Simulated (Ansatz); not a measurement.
# What a trial cell of ZnSb₃ relaxes into

Method: DFT PBE, scalar-relativistic, plane waves, PAW (Ansatz). Cutoff 420 eV, Γ-centred k mesh, Gaussian smearing, no spin polarisation in the final step.

The start puts ZnSb₃ on the Cu3Au (L1_2) structure type (Pm-3m, No. 221), with Zn in place of Au, Sb in place of Cu, at a guessed volume.

```
CELL_PARAMETERS angstrom
4.57025 0.00000 0.00000
0.00000 4.57025 0.00000
0.00000 0.00000 4.57025
ATOMIC_POSITIONS crystal
Zn 0.00000 0.00000 0.00000
Sb 0.00000 0.50000 0.50000
Sb 0.50000 0.00000 0.50000
Sb 0.50000 0.50000 0.00000
```

Cell and atoms relax at zero pressure; the relaxation can't lower the symmetry of the start. After a coarse first stage the cell is made exact in the group found at 0.06 Å.

Formation energies are uncorrected and refer to the elements' standard structures at the same level.

(1) What does it relax into?

(2) What are its volume, energy, density and gap?

## Answers

(1) It keeps Pm-3m (No. 221). The result has the Cu3Au (L1_2) structure. Conventional cell: a = 4.676 Å. Around Zn lie 12 Sb at 3.31 Å; around Sb lie 4 Zn at 3.31 Å and 8 Sb at 3.31 Å.

Space group Pm-3m (No. 221). a = 4.676 Å, b = 4.676 Å, c = 4.676 Å, α = 90.00°, β = 90.00°, γ = 90.00°
| atom | site | symmetry | x | y | z |
| --- | --- | --- | --- | --- | --- |
| Zn | 1a | m-3m | 0.0000 | 0.0000 | 0.0000 |
| Sb | 3c | 4/mm.m | 0.0000 | 0.5000 | 0.5000 |

(2) The volume per atom is 25.56 Å³ and the density is 6.99 g/cm³. The energy over the elements is 0.28 eV/atom and the gap on the 10×10×10 mesh is 0 eV (a metal).

The final run used a 10×10×10 mesh on its 4-atom cell and 0.10 eV smearing. The k mesh leaves about 4 meV/atom of noise in metals. Spin–orbit coupling is left out. Symmetry constrained the relaxation, so the result can be a saddle point.

Cost: 3 runs of about 0.5 core-minutes in all, on Intel Xeon 6975P-C (Granite Rapids) (shared hosts).